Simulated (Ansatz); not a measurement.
The input, for Ansatz 0.2.0:

```yaml
crystal:
  periodic: [false, false, false]
  atoms:
    - {symbol: Al, position_ang: [0.000000, 0.000000, 0.000000]}
    - {symbol: F, position_ang: [0.000000, 0.000000, 1.719000]}
basis:
  gaussian: {orbitals: def2-SVP}
magnetization: {spin_polarized: false, initial_magnetization: 2}
correlation: {method: fic_mrcisd_q_relaxed, electrons: valence, active_space: {window: {electrons: 2, orbitals: 4}}}
```

```sh
$ ansatz run in.yaml --threads 1 --pin off --events-out ev --progress --plain --max-ram 2393MiB
```

**Question.** Roughly how long does this take on 1 thread of Arm Neoverse V2, shared host, and how much host memory?

**Answer.** 0.93 s wall and 0.09 GiB.

```
286 factors; integrals over basis functions are off by at most 7.4e-4 eV
mean field evaluation 1: about -9281.5329 eV, gradient 2.7e1 eV
mean field evaluation 2: about -9281.5510 eV, gradient 2.7e1 eV
mean field evaluation 4: about -9283.5242 eV, gradient 1.6e0 eV
mean field evaluation 8: about -9283.5530 eV, gradient 7.9e-2 eV
mean field evaluation 16: about -9283.5521 eV, gradient 2.8e-1 eV
mean field -9283.55308652 eV, -341.1642833112 hartree, gradient 9.3e-6 eV, S^2 2.000000; 2 other end points of the search recorded, 0 dependent functions left out
reference -9283.55308652 eV, -341.1642833112 hartree; 12, 10 occupied and 20, 22 virtual orbitals, 286 factors
state -9283.59770706 eV, -341.1659230858 hartree
contracted CI cycle   1: correlation 0.00000000 eV, 0.0000000000 hartree, residual 2.87e1 eV
contracted CI cycle   2: correlation -5.44243684 eV, -0.2000058650 hartree, residual 3.61e0 eV
contracted CI cycle   3: correlation -5.59117271 eV, -0.2054718072 hartree, residual 1.23e0 eV
contracted CI cycle   4: correlation -5.61099332 eV, -0.2062002011 hartree, residual 3.72e-1 eV
contracted CI cycle   5: correlation -5.61294337 eV, -0.2062718641 hartree, residual 1.19e-1 eV
contracted CI cycle   6: correlation -5.61313848 eV, -0.2062790345 hartree, residual 4.06e-2 eV
contracted CI cycle   7: correlation -5.61316317 eV, -0.2062799418 hartree, residual 1.32e-2 eV
contracted CI cycle   8: correlation -5.61316551 eV, -0.2062800276 hartree, residual 3.37e-3 eV
contracted CI cycle   9: correlation -5.61316571 eV, -0.2062800350 hartree, residual 1.46e-3 eV
contracted CI cycle  10: correlation -5.61316574 eV, -0.2062800361 hartree, residual 4.01e-4 eV
state -9283.59770706 eV, -341.1659230858 hartree; corrected -9289.50092341 eV, -341.3828622855 hartree
Total energy: -9289.50092341 eV, -341.3828622855 hartree
```

Natural occupations: 0.9982 0.9982 0.0018 0.0018.
